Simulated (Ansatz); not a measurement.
Grey tin (α-Sn), treated with r²SCAN0 in Ansatz (PAW).

Settings: plane-wave cutoff 520 eV, 8×8×8 k mesh, Fermi–Dirac smearing 0.01 eV, scalar-relativistic PAW data made under PBE.

Response to compression and expansion:

| V (Å³/atom) | P (GPa) | smallest gap on the k mesh (eV) |
|---|---|---|
| 32.543 | 3.09 | 0.950 |
| 33.399 | 1.53 | 0.714 |
| 34.255 | 0.19 | 0.485 |
| 35.117 | -0.99 | 0.262 |
| 35.968 | -1.92 | 0.000 |

Measured, for comparison: band gap 0 eV (temperature not stated, not corrected to a static lattice; as tabulated in Das et al. (2018), arXiv:1807.05623).

Spin–orbit coupling is not included.

Ansatz is an electronic-structure program.
